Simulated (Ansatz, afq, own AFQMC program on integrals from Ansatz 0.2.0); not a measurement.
**Atomization energy of BNH, quartet**

```xyz
3

B     0.0000    0.0798    0.8638
N     0.0000   -0.1176   -0.5879
H     0.0000    0.7790   -1.0947
```

Connectivity, by distances: B–NH.

Atoms in their ground-state spins without spin–orbit coupling (mostly on UHF) minus the molecule (UHF), without zero-point energy. The geometry is a stationary point, not shown to be a minimum.

Basis cc-pVDZ. Only valence electrons are correlated. Integrals, coupled cluster, full CI and functionals: Ansatz 0.2.0; the random walks run on the same integrals in our own AFQMC program. ph-AFQMC/CISD is guided by a CISD state made of CCSD amplitudes; releasing the constraint for a short imaginary time cuts its bias at the price of noise, slowly where states lie close. Free AFQMC starts from the CCSD state and is never constrained. Its projection time is finite, and what remains of the start isn't in its error. ± is one standard error of the sampling. The errors of all members are added in quadrature.

No full CI on the walks' own integrals is used here; CCSDT(Q) serves as the reference and is uncertain by about the last step of the cluster series. Each member takes its own surest rung, up to full CI.

The best estimate is CCSD(T) at the basis-set limit (CBS: def2-TZVPP and def2-QZVPP, with their diffuse functions for anions and beside diffuse sets, CCSD(T) itself extrapolated) plus the step from CCSD(T) to CCSDT(Q) in cc-pVDZ. Rows without CBS are in cc-pVDZ, the functionals in def2-TZVP; B2PLYP and the wave-function rows carry a basis error of their own. Core correlation and relativity beyond core potentials are missing, and ± holds the sampling alone.

Cautions: BNH (quartet): lower spins were not checked, the ph-AFQMC/HF walk drifts between its halves (3.0 errors).

| level | atomization energy (kcal/mol) |
| --- | --- |
| PBE | 143.7 |
| HF | 74.3 |
| MP2 | 111.1 |

Question: From these cheaper values, estimate the atomization energy at the level of the best estimate.

Answer: 126.0 kcal/mol (best estimate, highest rung CCSDT(Q)).

```csv
level,atomization energy (kcal/mol),error against the best estimate (kcal/mol)
CCSD,102.0,-24.1
CCSD(T),104.3,-21.7
ph-AFQMC/CISD,104.8 ± 0.2,-21.2 ± 0.2
released AFQMC,104.9 ± 0.4,-21.1 ± 0.4
free AFQMC,105.2 ± 0.5,-20.8 ± 0.5
HF/CBS,81.0,-45.1
MP2/CBS,131.0,5.0
CCSD(T)/CBS,125.5,-0.5
r2SCAN,139.4,13.4
PBE0,136.6,10.6
B3LYP,133.4,7.4
wB97M-V,128.7,2.7
B2PLYP,128.2,2.1
surest rungs in cc-pVDZ,104.8,-21.2
```

Correlation beyond CCSD(T) adds 0.5 kcal/mol. Going to the basis-set limit adds 21.2 kcal/mol at CCSD(T). The perturbative (T) step is worth +2.3 kcal/mol. The functionals spread over 15.6 kcal/mol; B2PLYP and wB97M-V come nearest and PBE is 17.7 kcal/mol too high.

Best estimates are given only where the step beyond CCSD(T) is under 0.3 eV and no member's determinant is very poor (T1 over 0.05, or 0.07 for open shells, ⟨S²⟩ too high by 0.3, two states mixed), so the hardest cases are missing from such tables.

The functionals ran in a triple-zeta set and keep a basis error of their own, a few kJ/mol for each bond in atomization energies and more for double hybrids, so close places among them and the extrapolated levels can swap.

Free projections are given only where their last times agree within the noise and don't stop above the reference; a slow remainder of the start can still hide under it. Each member of a difference takes its own highest rung, so a best estimate needn't equal the limit plus the step of one row. A walk keeps the symmetry of its determinant, which the program's search chose and which needn't be the lowest solution, so a lower state of the same spin and another symmetry isn't excluded. Released energies are given only where the last usable release times agree within the noise; a slower fall can still hide under it.
